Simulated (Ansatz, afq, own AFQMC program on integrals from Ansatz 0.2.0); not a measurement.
Integrals from Ansatz 0.2.0, then the random walk in our own AFQMC program (afq).

```yaml
crystal:
  periodic: [false, false, false]
  atoms:
    - {symbol: Cu, position_ang: [-0.377161, 0.002910, 0.002316]}
    - {symbol: C, position_ang: [1.523640, -0.011756, -0.009355]}
    - {symbol: H, position_ang: [1.866198, -1.047900, -0.006366]}
    - {symbol: H, position_ang: [1.883641, 0.506670, 0.880916]}
    - {symbol: H, position_ang: [1.872582, 0.497849, -0.909073]}
basis:
  gaussian: {orbitals: def2-TZVP}
magnetization: {spin_polarized: false}
correlation: {method: ccsd_t, electrons: outside_noble_gas, hamiltonian_folder: ham}
```

```sh
$ ansatz run in.yaml --threads 1 --pin off --events-out ev --progress --plain --max-ram 15360MiB --backend cuda --devices 0, --max-vram 18GiB
```

afq runs on the folder ham with

```
--method phaseless --trial hf --walkers 4000 --populations 20 --least-time 40 --time-step 0.005 --steps-per-block 20 --equilibration-blocks 160 --max-blocks 4000 --target-error 0.0013 --factor-cut 1e-05 --seed 5383 --taylor-order 6
```

Times are imaginary, in 1/Eh. The walk had a cap of 110 s. With eight or more populations the least sampling time is a fifth of least-time, and the error comes from their spread.

afq prints:

```
orbitals 84  electrons 9 9  factors 700 of 825
reference energy -1678.52003372 Eh
CCSD correlation -0.57888729 Eh in 17 cycles, weight of the determinant in the CISD state 0.8367
energy of the start -1678.520034 Eh
 block  time / (1/Eh)  mean weight  energy / Eh
     1     0.100  1.0046  -1678.771815
     2     0.200  1.0058  -1678.884911
     3     0.300  1.0054  -1678.954259
     4     0.400  1.0045  -1678.997018
     5     0.500  1.0032  -1679.023604
     8     0.800  1.0013  -1679.066595
    19     1.900  0.9998  -1679.112524
    37     3.700  1.0001  -1679.113271
    46     4.600  1.0000  -1679.125553
    73     7.300  0.9999  -1679.140597
   100    10.000  1.0002  -1679.134779
   127    12.700  1.0001  -1679.129300
   154    15.400  1.0000  -1679.137316
   181    18.100  1.0007  -1679.127233
   208    20.800  0.9999  -1679.139444
   235    23.500  0.9998  -1679.131253
   262    26.200  1.0011  -1679.139618
   280    28.000  1.0005  -1679.154814
   289    28.900  0.9999  -1679.142064
   316    31.600  1.0002  -1679.143585
   343    34.300  0.9989  -1679.146986
   370    37.000  0.9997  -1679.126489
error from the spread of 20 populations
energy -1679.136922 +/- 0.001289 Eh
(rows thinned)
```

The run passed its tests (sampling time, drift between the halves within three errors, error under three times the target), which doesn't prove that it has relaxed.

Against this walk (error 35.1 meV) on the same determinant: CCSD(T) 404.4 meV higher, CCSDT(Q) 385.1 meV higher, a separate phaseless walk with a CISD trial and standard settings 377.0 ± 36.1 meV higher. The error is statistical and leaves out the bias of the constraint. CCSDT(Q) is the surest value here, so the walk's 385 meV below it is most likely the bias of the constraint with this trial, which can have either sign.

Cautions: constraint bias not in the error; no relativity below Rb; outer-core shells of the metal frozen.

The walk took 51 s on 1 × NVIDIA H100 80GB HBM3 with 2 threads of AMD EPYC 7R13 Processor (Zen 3), on a shared host (the card was shared). The log's last line is the phaseless energy.

CCSDT and higher add their correlation energy to the determinant of the CCSD(T) run, since their own runs factorise the integrals more tightly (a shift of under 2 meV). A walk keeps the symmetry of its determinant, which the program's search chose and which needn't be the lowest solution, so a lower state of the same spin and another symmetry isn't excluded.
